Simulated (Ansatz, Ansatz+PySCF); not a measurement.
```xyz
6

C     0.0000    0.0244   -0.7597
C     0.0000   -0.0244    0.7597
O     0.0000    1.0643   -1.3573
O     0.0000   -1.0643    1.3573
H     0.0000   -0.9801   -1.2524
H     0.0000    0.9801    1.2524
```

RHF-MP2 on singlet C₂H₂O₂ was run in several spherical basis sets with Ansatz (development build ahead of 0.2.0). Frozen core: 4 orbitals.

Problem. Rank the basis sets by the total energy that they give, lowest first, with the distance from the lowest.
A. def2-TZVP
B. cc-pVTZ
C. def2-SVP
D. cc-pVDZ
E. 6-31G(d)

Solution. A (0.00 eV), B (0.02 eV), D (5.94 eV), E (7.21 eV), C (11.33 eV).

Totals follow the description of the cores as much as that of the bonds, so this order isn't one of quality for chemistry.
